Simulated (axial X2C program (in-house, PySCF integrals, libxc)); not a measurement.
**Nuclear properties of NBN²⁺**

Computed with an axial X2C code built on PySCF integrals: two-component X2C with atomic mean-field Coulomb and Gaunt terms, Gaussian nuclei, basis N dyall-av3z, B dyall-v3z with contracted cores.

N–B–N held linear, with bonds 1.515 and 1.515 Å (near the PBE0 minimum at charge 2 of the determinant lowest at the starting distance; the state shown can have its own minimum elsewhere, held linear; other orders of the atoms were not compared).

Determinant lowest in the PBE0 search, Ω = 5/2 (⟨Sz⟩ = 2.50, ⟨Lz⟩ = 0.00 at PBE0), spin on the atoms N 1.13, B 0.25, N 1.13:

```tsv
level	A∥/gI N (MHz)	qzz N (a.u.)	A∥/gI B (MHz)	qzz B (a.u.)
PBE0	48	0.10	-43.2	-0.39
HF	44.3	0.43	-116	-0.41
PBE	53.1	-0.05	-21.6	-0.36
```

Determinant 0.55 eV from it at PBE0 and this distance, Ω = 1/2 (⟨Sz⟩ = 1.50, ⟨Lz⟩ = -1.00 at PBE0), spin on the atoms N 0.63, B 0.24, N 0.63:

```csv
level,A∥/gI N (MHz),qzz N (a.u.),A∥/gI B (MHz),qzz B (a.u.)
PBE0,-514,-1.69,-6.67,-0.56
HF,-557,-1.81,22,-0.52
PBE,-494,-1.69,-15.4,-0.56
```

A∥ (defined per Ω) follows by multiplying with gI = μI/(I μN); qzz is the electric field gradient, eQq0 = 234.96 MHz × Q/barn × qzz. The operators were transformed with the bare-nucleus X2C matrices; with these basis sets, hyperfine constants and field gradients can be off by tens of per cent, and where levels differ in sign neither size nor sign is settled.

**Question.** With gI(14N) = 0.4038, Q(11B) = 0.04059 barn (g factors from the IAEA table of nuclear moments by Stone; Q from Pyykkö, Mol. Phys. 2018), turn the PBE0 values of the first state into constants in MHz.

**Answer.** A∥(14N) = 48 × 0.4038 = 19.4 MHz; eQq0(11B) = 234.96 × (0.04059) × (-0.39) = -3.72 MHz.

The molecule was held linear; bending was not examined, so a bent shape may lie lower.

Each state is one determinant with collinear spin, which with several unpaired electrons need not be a pure state. Unrestricted Hartree–Fock can overshoot spin polarisation at the nuclei. This is the top spin component of a Σ state; components of lower Ω are not single determinants and can lie lower. With several open shells hyperfine constants can be off by a factor of several. The search compared states at one distance, so a state with another bond length can lie lower. Where a field gradient or hyperfine factor spreads by more than a factor of two over the levels, a constant derived from it is not to be relied on. PBE0 term energies can be off by some tenths of an eV.
